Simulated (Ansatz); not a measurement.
Mulliken charges of CH$_{4}$OS (`OCS`) from ωB97M-V/def2-TZVPP in Ansatz (PBE0-D4/def2-TZVP geometry).

```json
{"atom": "O1", "x (Å)": "-0.822", "y (Å)": "-0.781", "z (Å)": "-0.517", "charge (e)": "-0.297"}
{"atom": "C2", "x (Å)": "-0.046", "y (Å)": "0.329", "z (Å)": "-0.140", "charge (e)": "-0.103"}
{"atom": "S3", "x (Å)": "1.657", "y (Å)": "-0.158", "z (Å)": "0.136", "charge (e)": "-0.136"}
{"atom": "H4", "x (Å)": "-1.734", "y (Å)": "-0.489", "z (Å)": "-0.616", "charge (e)": "0.174"}
{"atom": "H5", "x (Å)": "0.009", "y (Å)": "1.083", "z (Å)": "-0.934", "charge (e)": "0.126"}
{"atom": "H6", "x (Å)": "-0.436", "y (Å)": "0.807", "z (Å)": "0.765", "charge (e)": "0.131"}
{"atom": "H7", "x (Å)": "1.433", "y (Å)": "-0.858", "z (Å)": "1.260", "charge (e)": "0.105"}
```

**Question.** By hand: the dipole of these point charges (1 e Å = 4.8032 D).

**Answer.** Σ q r = (-0.184, 0.287, 0.157) e Å, of length 0.375 e Å = 1.80 D.

**Question.** How does the dipole of the full density compare? (Best estimate.)

**Answer.** Ansatz gave: (-0.402, 0.274, 0.131) e Å, 2.42 D; the point charges give 0.74 times that, at 24° from its direction.

Point charges leave out the atoms' own dipoles, such as those of lone pairs, and Mulliken's split depends on the basis, so the two needn't agree.
